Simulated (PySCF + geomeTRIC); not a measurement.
Species: HF, SMILES `F` with one electron removed (charge 1, multiplicity 2).

Give a relaxed geometry from M06-2X/def2-TZVP (PySCF + geomeTRIC).

the end point of this relaxation (outside a Z-matrix the atoms follow the SMILES, hydrogens last).
Bond lengths (Å): F1–H2 1.010.
